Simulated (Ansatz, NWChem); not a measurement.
**Worked example: the enthalpy of formation of P2H4 (diphosphine)**

P2H4 has 6 atoms, charge 0, and is taken as a singlet. SMILES: `PP`. Geometry: relaxed at PBE0-D4/def2-TZVP. This is one conformer, not always the lowest.

| atom | x (Å) | y (Å) | z (Å) |
| --- | --- | --- | --- |
| P | 0.3651 | -1.0488 | -0.0823 |
| P | -0.3652 | 1.0491 | 0.0781 |
| H | -0.4970 | -1.5216 | 0.9450 |
| H | -0.5721 | -1.3929 | -1.0949 |
| H | 0.5028 | 1.5246 | -0.9429 |
| H | 0.5664 | 1.3896 | 1.0970 |

Total energies at CCSD(T)/aug-cc-pVDZ, 10 core orbitals frozen (NWChem 7.3.0); the atoms run unrestricted:

```
species    state  energy (Eh)
   P2H4  singlet  -684.118591
      P  quartet  -340.796697
      H  doublet    -0.499334
```

Harmonic wavenumbers at PBE0-D4/def2-TZVP, in cm⁻¹: 84, 453, 626, 635, 865, 920, 1088, 1095, 2391, 2397, 2399, 2411.

Measured heats of formation of the gaseous atoms at 298.15 K, in kJ/mol: P 316.4, H 218.0. Take 1 Eh = 2625.50 kJ/mol, 1 cm⁻¹ = 0.0119627 kJ/mol, RT = 2.479 kJ/mol.

**Question.** What heat of formation follows?

**Answer.** 
1. Electronic atomisation energy: 2 × (-340.796697) + 4 × (-0.499334) − (-684.118591) = 0.527861 Eh = 1385.9 kJ/mol.
2. Zero-point energy: half the sum of the wavenumbers, 7682 cm⁻¹ = 91.9 kJ/mol.
3. Thermal vibrational enthalpy, Σ hcν̃/(exp(hcν̃/kT) − 1): 3.9 kJ/mol. Translation, rotation and pV of a non-linear molecule: 4 RT = 9.9 kJ/mol.
4. The 6 free atoms carry 5/2 RT each: 37.2 kJ/mol.
5. Atomisation enthalpy at 298 K: 1385.9 − 91.9 − 3.9 − 9.9 + 37.2 = 1317.4 kJ/mol.
6. Sum of the atoms' heats of formation: 1504.8 kJ/mol. Heat of formation: 1504.8 − 1317.4 = +187.4 kJ/mol.

The tabulated value is +20.9 kJ/mol (CRC Handbook of Chemistry and Physics), so this level is off by +166.5 kJ/mol, or 11.2 % of the atomisation enthalpy. Coupled cluster needs large bases for atomisation: in a finite one the molecule is underbound. Anharmonicity and any spin-orbit splitting of the molecule are left out, and so is core correlation.
